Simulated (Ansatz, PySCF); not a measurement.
Reaction: CH3Cl (SMILES CCl) → CH3Cl+ (parent SMILES CCl, doublet) + e-
Each species at its own B3LYP-D3(BJ)/def2-TZVP minimum (Ansatz, a first-principles code).

Property: adiabatic ionisation energy (0 K, zero-point energies from PySCF's Hessians at B3LYP-D3(BJ)/def2-TZVP), in eV. UHF or UKS for unpaired electrons; spin-orbit terms are left out. CBS(X,Y): correlation extrapolated as X^-3, Hartree-Fock from the larger set. A bracket is a step between two methods taken in the basis named. The functionals are non-relativistic, so their misses hold any scalar relativity. 'core' is core correlation in cc-pwCVTZ (1s frozen past Ne), 'X2C' scalar relativity in cc-pVTZ-DK, both at CCSD(T).

Measured: 11.26 eV (CCCBDB table in ASE).

Question: How far off this value is PBE/def2-TZVPD (Ansatz), in which direction, and which of these levels come nearer: r2SCAN/def2-TZVPD, B3LYP/def2-TZVPD, PBE0/def2-TZVPD, CCSD(T)/CBS(cc-pV(T+d)Z,cc-pV(Q+d)Z) + core + X2C?

Answer: PBE gives 10.87 eV, 0.39 eV below it. Errors of the others: r2SCAN/def2-TZVPD (Ansatz) -0.30; B3LYP/def2-TZVPD (Ansatz) -0.19; PBE0/def2-TZVPD (Ansatz) -0.25; CCSD(T)/CBS(cc-pV(T+d)Z,cc-pV(Q+d)Z) + core + X2C (Ansatz) 0.04; CCSD(T)/CBS(cc-pV(T+d)Z,cc-pV(Q+d)Z) + [CCSDT(Q) - CCSD(T)]/cc-pV(T+d)Z + core + X2C (Ansatz) 0.03 eV. Nearer than PBE: r2SCAN/def2-TZVPD, B3LYP/def2-TZVPD, PBE0/def2-TZVPD, CCSD(T)/CBS(cc-pV(T+d)Z,cc-pV(Q+d)Z) + core + X2C, CCSD(T)/CBS(cc-pV(T+d)Z,cc-pV(Q+d)Z) + [CCSDT(Q) - CCSD(T)]/cc-pV(T+d)Z + core + X2C.
